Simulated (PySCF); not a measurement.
How far each method lies from RCCSDT for SbH2⁻, triplet

Geometry: that of the SbH2⁻, singlet, kept fixed. The singlet lies 2.4 eV lower here.

```xyz
3

Sb    0.0000   -0.0198    0.0000
H     0.0000    1.1955    1.2291
H     0.0000    1.1955   -1.2291
```

Basis def2-SVPD with its core potentials; PySCF 2.14.0. Only valence electrons are correlated (noble-gas cores and the filled d shells of p-block atoms frozen), which leaves 8 electrons in 39 orbitals. R marks a restricted (for open shells ROHF) determinant. No spin–orbit coupling is included; scalar relativity enters through the core potentials alone. This anion state lies near or above the neutral species, so the extra electron is weakly bound or unbound and the energies hang on the diffuse functions.

Full CI isn't at hand for all of this; RCCSDT serves as the reference. It lacks quadruple excitations.

The UHF ⟨S²⟩ is 2.018. The T1 diagnostic (ROHF- or RHF-based CCSD) is 0.0243 and the largest doubles amplitude (ROHF- or RHF-based CCSD) is 0.057.

Problem. From what is known of these methods and the diagnostics, rank them by the size of their error in total energy against RCCSDT in def2-SVPD, smallest first (an estimate: the text doesn't fix the numbers).
A. RCCSD
B. RCCSD(T)
C. RHF
D. RMP2

Solution. B (2.1 kJ/mol), A (13.2 kJ/mol), D (75.7 kJ/mol), C (367.0 kJ/mol).

All errors are against RCCSDT in def2-SVPD. Within each family the higher level lies nearer, as is usual though not guaranteed.
